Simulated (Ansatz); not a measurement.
Hematite (α-Fe2O3) was calculated with PBEsol (Ansatz, an electronic-structure program, plane waves, hard PAW).

Settings: plane-wave cutoff 930 eV, 10×10×10 k mesh, Fermi–Dirac smearing 0.05 eV, magnetic order afm+-+-, spin-polarised with opposed moments.

Computed at the level's own relaxed cell.

Give the computed volume per atom and magnetic moment (largest site, within a sphere).


- volume per atom = 9.34 Å³/atom
- magnetic moment (largest site, within a sphere) = 2.75 μB

The run finds no gap.

Moments are spin moments.

Computed values are for the static lattice.
